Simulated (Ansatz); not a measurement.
Ansatz (a quantum-chemistry and plane-wave program) input (B3LYP/6-31G*):

Ansatz 0.2 input:
```yaml
crystal:
  periodic: [false, false, false]
  atoms:
    - {symbol: O, position_ang: [0.01686413, 1.38469678, -0.01087682]}
    - {symbol: C, position_ang: [-0.00998130, 0.01955524, 0.22201573]}
    - {symbol: H, position_ang: [0.92104559, 1.70431926, 0.13485986]}
    - {symbol: C, position_ang: [-1.35368786, -0.56953019, -0.05152075]}
    - {symbol: C, position_ang: [1.24871311, -0.74256428, -0.05323351]}
    - {symbol: H, position_ang: [-1.57465589, -0.63255657, -1.13319122]}
    - {symbol: H, position_ang: [1.48162312, -0.80488148, -1.13345062]}
    - {symbol: H, position_ang: [-2.14216690, 0.04178994, 0.40182963]}
    - {symbol: H, position_ang: [2.11866840, -0.27862639, 0.43491853]}
    - {symbol: H, position_ang: [-1.42287596, -1.58378736, 0.35634412]}
    - {symbol: H, position_ang: [1.17318485, -1.76859629, 0.32213545]}
basis:
  gaussian:
    orbitals: 6-31G*
hamiltonian:
  xc: {name: B3LYP}
magnetization: {spin_polarized: true, initial_magnetization: 1}
phonons: {temperatures: {t_min: 298.15, t_max: 298.15, t_step: 100}}
```

Output:

```
WARN ansatz: RAYON_NUM_THREADS=1 ignored (pool sized by the plan → 1); use --threads N
Functional definition: B3LYP
integrals: 0.03 GiB planned
870 factors; integrals over basis functions are off by at most 4.2e-4 eV
mean field: 0.34 GiB planned
mean field evaluation 1: about -5263.9750 eV, gradient 4.0e1 eV
mean field evaluation 2: about -5261.4209 eV, gradient 4.7e1 eV
mean field evaluation 4: about -5270.7696 eV, gradient 1.7e0 eV
mean field evaluation 8: about -5270.7901 eV, gradient 1.4e-1 eV
mean field evaluation 16: about -5270.7902 eV, gradient 5.6e-5 eV
mean field -5270.79022520 eV, -193.6979681062 hartree, gradient 5.6e-5 eV, S^2 0.753182; 0 other end points of the search recorded, 0 dependent functions left out
the calculation of the forces begins
reference -5270.79041153 eV, -193.6979749538 hartree; 17, 16 occupied and 57, 58 virtual orbitals, 870 factors
these checks for a lower state are left out or cut short: stability, starts, cluster_reference, orbital_swaps, neighbouring_geometries, increment
integrals: 0.03 GiB planned
870 factors; integrals over basis functions are off by at most 4.2e-4 eV
mean field: 0.34 GiB planned
mean field -5270.79006055 eV, -193.6979620553 hartree, gradient 1.6e-6 eV, S^2 0.753183; 0 other end points of the search recorded, 0 dependent functions left out
the calculation of the forces begins
reference -5270.79024694 eV, -193.6979689050 hartree; 17, 16 occupied and 57, 58 virtual orbitals, 870 factors
these checks for a lower state are left out or cut short: stability, starts, cluster_reference, orbital_swaps, neighbouring_geometries, increment
integrals: 0.03 GiB planned
870 factors; integrals over basis functions are off by at most 4.2e-4 eV
mean field: 0.34 GiB planned
mean field -5270.79006320 eV, -193.6979621528 hartree, gradient 1.4e-6 eV, S^2 0.753182; 0 other end points of the search recorded, 0 dependent functions left out
the calculation of the forces begins
reference -5270.79024948 eV, -193.6979689983 hartree; 17, 16 occupied and 57, 58 virtual orbitals, 870 factors
these checks for a lower state are left out or cut short: stability, starts, cluster_reference, orbital_swaps, neighbouring_geometries, increment
integrals: 0.03 GiB planned
870 factors; integrals over basis functions are off by at most 4.2e-4 eV
mean field: 0.34 GiB planned
mean field evaluation 32: about -5270.7901 eV, gradient 7.3e-5 eV
mean field -5270.79009029 eV, -193.6979631485 hartree, gradient 2.2e-6 eV, S^2 0.753187; 0 other end points of the search recorded, 0 dependent functions left out
the calculation of the forces begins
reference -5270.79027660 eV, -193.6979699951 hartree; 17, 16 occupied and 57, 58 virtual orbitals, 870 factors
these checks for a lower state are left out or cut short: stability, starts, cluster_reference, orbital_swaps, neighbouring_geometries, increment
integrals: 0.03 GiB planned
870 factors; integrals over basis functions are off by at most 4.2e-4 eV
mean field: 0.34 GiB planned
mean field -5270.79009279 eV, -193.6979632401 hartree, gradient 2.3e-6 eV, S^2 0.753177; 0 other end points of the search recorded, 0 dependent functions left out
the calculation of the forces begins
reference -5270.79027915 eV, -193.6979700888 hartree; 17, 16 occupied and 57, 58 virtual orbitals, 870 factors
these checks for a lower state are left out or cut short: stability, starts, cluster_reference, orbital_swaps, neighbouring_geometries, increment
integrals: 0.03 GiB planned
870 factors; integrals over basis functions are off by at most 4.2e-4 eV
mean field: 0.34 GiB planned
mean field -5270.79021491 eV, -193.6979677281 hartree, gradient 1.6e-6 eV, S^2 0.753185; 0 other end points of the search recorded, 0 dependent functions left out
the calculation of the forces begins
reference -5270.79040127 eV, -193.6979745767 hartree; 17, 16 occupied and 57, 58 virtual orbitals, 870 factors
these checks for a lower state are left out or cut short: stability, starts, cluster_reference, orbital_swaps, neighbouring_geometries, increment
integrals: 0.03 GiB planned
870 factors; integrals over basis functions are off by at most 4.2e-4 eV
mean field: 0.34 GiB planned
mean field -5270.79021212 eV, -193.6979676255 hartree, gradient 1.4e-6 eV, S^2 0.753180; 0 other end points of the search recorded, 0 dependent functions left out
the calculation of the forces begins
reference -5270.79039843 eV, -193.6979744723 hartree; 17, 16 occupied and 57, 58 virtual orbitals, 870 factors
these checks for a lower state are left out or cut short: stability, starts, cluster_reference, orbital_swaps, neighbouring_geometries, increment
integrals: 0.03 GiB planned
870 factors; integrals over basis functions are off by at most 4.2e-4 eV
mean field: 0.34 GiB planned
[...]
these checks for a lower state are left out or cut short: stability, starts, cluster_reference, orbital_swaps, neighbouring_geometries, increment
integrals: 0.03 GiB planned
870 factors; integrals over basis functions are off by at most 4.2e-4 eV
mean field: 0.34 GiB planned
mean field -5270.79021136 eV, -193.6979675977 hartree, gradient 9.4e-6 eV, S^2 0.753182; 0 other end points of the search recorded, 0 dependent functions left out
the calculation of the forces begins
reference -5270.79039770 eV, -193.6979744454 hartree; 17, 16 occupied and 57, 58 virtual orbitals, 870 factors
these checks for a lower state are left out or cut short: stability, starts, cluster_reference, orbital_swaps, neighbouring_geometries, increment
integrals: 0.03 GiB planned
870 factors; integrals over basis functions are off by at most 4.2e-4 eV
mean field: 0.34 GiB planned
mean field -5270.79020720 eV, -193.6979674446 hartree, gradient 9.5e-6 eV, S^2 0.753183; 0 other end points of the search recorded, 0 dependent functions left out
the calculation of the forces begins
reference -5270.79039353 eV, -193.6979742922 hartree; 17, 16 occupied and 57, 58 virtual orbitals, 870 factors
these checks for a lower state are left out or cut short: stability, starts, cluster_reference, orbital_swaps, neighbouring_geometries, increment
integrals: 0.03 GiB planned
870 factors; integrals over basis functions are off by at most 4.2e-4 eV
mean field: 0.34 GiB planned
mean field -5270.79013586 eV, -193.6979648232 hartree, gradient 2.8e-6 eV, S^2 0.753182; 0 other end points of the search recorded, 0 dependent functions left out
the calculation of the forces begins
reference -5270.79032217 eV, -193.6979716699 hartree; 17, 16 occupied and 57, 58 virtual orbitals, 870 factors
these checks for a lower state are left out or cut short: stability, starts, cluster_reference, orbital_swaps, neighbouring_geometries, increment
integrals: 0.03 GiB planned
870 factors; integrals over basis functions are off by at most 4.2e-4 eV
mean field: 0.34 GiB planned
mean field evaluation 352: about -5270.7821 eV, gradient 8.5e-2 eV
mean field -5270.79013298 eV, -193.6979647171 hartree, gradient 1.3e-6 eV, S^2 0.753183; 0 other end points of the search recorded, 0 dependent functions left out
the calculation of the forces begins
reference -5270.79031934 eV, -193.6979715657 hartree; 17, 16 occupied and 57, 58 virtual orbitals, 870 factors
these checks for a lower state are left out or cut short: stability, starts, cluster_reference, orbital_swaps, neighbouring_geometries, increment
integrals: 0.03 GiB planned
870 factors; integrals over basis functions are off by at most 4.2e-4 eV
mean field: 0.34 GiB planned
mean field -5270.79019822 eV, -193.6979671146 hartree, gradient 8.0e-7 eV, S^2 0.753182; 0 other end points of the search recorded, 0 dependent functions left out
the calculation of the forces begins
reference -5270.79038455 eV, -193.6979739622 hartree; 17, 16 occupied and 57, 58 virtual orbitals, 870 factors
these checks for a lower state are left out or cut short: stability, starts, cluster_reference, orbital_swaps, neighbouring_geometries, increment
integrals: 0.03 GiB planned
870 factors; integrals over basis functions are off by at most 4.2e-4 eV
mean field: 0.34 GiB planned
mean field -5270.79019817 eV, -193.6979671128 hartree, gradient 7.6e-7 eV, S^2 0.753183; 0 other end points of the search recorded, 0 dependent functions left out
the calculation of the forces begins
reference -5270.79038451 eV, -193.6979739606 hartree; 17, 16 occupied and 57, 58 virtual orbitals, 870 factors
these checks for a lower state are left out or cut short: stability, starts, cluster_reference, orbital_swaps, neighbouring_geometries, increment
integrals: 0.03 GiB planned
870 factors; integrals over basis functions are off by at most 4.2e-4 eV
mean field: 0.34 GiB planned
mean field -5270.79020825 eV, -193.6979674832 hartree, gradient 8.1e-7 eV, S^2 0.753183; 0 other end points of the search recorded, 0 dependent functions left out
the calculation of the forces begins
reference -5270.79039458 eV, -193.6979743308 hartree; 17, 16 occupied and 57, 58 virtual orbitals, 870 factors
these checks for a lower state are left out or cut short: stability, starts, cluster_reference, orbital_swaps, neighbouring_geometries, increment
integrals: 0.03 GiB planned
870 factors; integrals over basis functions are off by at most 4.2e-4 eV
mean field: 0.34 GiB planned
mean field -5270.79021019 eV, -193.6979675546 hartree, gradient 8.8e-7 eV, S^2 0.753182; 0 other end points of the search recorded, 0 dependent functions left out
the calculation of the forces begins
reference -5270.79039653 eV, -193.6979744023 hartree; 17, 16 occupied and 57, 58 virtual orbitals, 870 factors
these checks for a lower state are left out or cut short: stability, starts, cluster_reference, orbital_swaps, neighbouring_geometries, increment
integrals: 0.03 GiB planned
870 factors; integrals over basis functions are off by at most 4.2e-4 eV
mean field: 0.34 GiB planned
mean field evaluation 384: about -5270.7901 eV, gradient 2.4e-5 eV
mean field -5270.79013126 eV, -193.6979646540 hartree, gradient 1.9e-6 eV, S^2 0.753182; 0 other end points of the search recorded, 0 dependent functions left out
the calculation of the forces begins
reference -5270.79031757 eV, -193.6979715007 hartree; 17, 16 occupied and 57, 58 virtual orbitals, 870 factors
these checks for a lower state are left out or cut short: stability, starts, cluster_reference, orbital_swaps, neighbouring_geometries, increment
integrals: 0.03 GiB planned
870 factors; integrals over basis functions are off by at most 4.2e-4 eV
mean field: 0.34 GiB planned
mean field -5270.79013361 eV, -193.6979647403 hartree, gradient 1.8e-6 eV, S^2 0.753183; 0 other end points of the search recorded, 0 dependent functions left out
the calculation of the forces begins
reference -5270.79031997 eV, -193.6979715888 hartree; 17, 16 occupied and 57, 58 virtual orbitals, 870 factors
these checks for a lower state are left out or cut short: stability, starts, cluster_reference, orbital_swaps, neighbouring_geometries, increment
integrals: 0.03 GiB planned
870 factors; integrals over basis functions are off by at most 4.2e-4 eV
mean field: 0.34 GiB planned
mean field -5270.79020020 eV, -193.6979671876 hartree, gradient 8.0e-7 eV, S^2 0.753182; 0 other end points of the search recorded, 0 dependent functions left out
the calculation of the forces begins
reference -5270.79038653 eV, -193.6979740350 hartree; 17, 16 occupied and 57, 58 virtual orbitals, 870 factors
these checks for a lower state are left out or cut short: stability, starts, cluster_reference, orbital_swaps, neighbouring_geometries, increment
integrals: 0.03 GiB planned
870 factors; integrals over basis functions are off by at most 4.2e-4 eV
mean field: 0.34 GiB planned
mean field -5270.79020001 eV, -193.6979671804 hartree, gradient 8.3e-7 eV, S^2 0.753183; 0 other end points of the search recorded, 0 dependent functions left out
the calculation of the forces begins
reference -5270.79038635 eV, -193.6979740283 hartree; 17, 16 occupied and 57, 58 virtual orbitals, 870 factors
Total energy: -5270.79041153 eV, -193.6979749538 hartree
Atom 0 at     0.016864     1.384697    -0.010877 Å, force    -0.000249    -0.000716     0.000519 eV/Å
Atom 1 at    -0.009981     0.019555     0.222016 Å, force     0.001906    -0.000594    -0.000469 eV/Å
Atom 2 at     0.921046     1.704319     0.134860 Å, force    -0.001205    -0.001129    -0.000003 eV/Å
Atom 3 at    -1.353688    -0.569530    -0.051521 Å, force    -0.001333     0.001660    -0.000615 eV/Å
Atom 4 at     1.248713    -0.742564    -0.053234 Å, force     0.001721     0.000079     0.000382 eV/Å
Atom 5 at    -1.574656    -0.632557    -1.133191 Å, force     0.000079    -0.000746     0.000238 eV/Å
Atom 6 at     1.481623    -0.804881    -1.133451 Å, force    -0.000744     0.000479     0.000343 eV/Å
Atom 7 at    -2.142167     0.041790     0.401830 Å, force    -0.001085     0.000370    -0.000102 eV/Å
Atom 8 at     2.118668    -0.278626     0.434919 Å, force     0.000473     0.000179    -0.000363 eV/Å
Atom 9 at    -1.422876    -1.583787     0.356344 Å, force     0.000831     0.000729     0.000019 eV/Å
Atom 10 at     1.173185    -1.768596     0.322135 Å, force    -0.000394    -0.000312     0.000050 eV/Å
Dipole moment:     0.284896    -0.093792     0.005361 e Å
Vibrations: 166.92 188.24 316.49 362.08 372.02 430.46 796.69 968.44 989.13 1020.46 1104.51 1152.09 1323.09 1397.57 1438.57 1449.07 1494.83 1506.88 1516.35 1526.52 2942.43 2957.57 3035.10 3075.35 3112.37 3123.13 3741.72 cm⁻¹, zero-point energy 2.573173 eV
```

The blocks after the first are displaced geometries, from whose forces the wavenumbers follow.
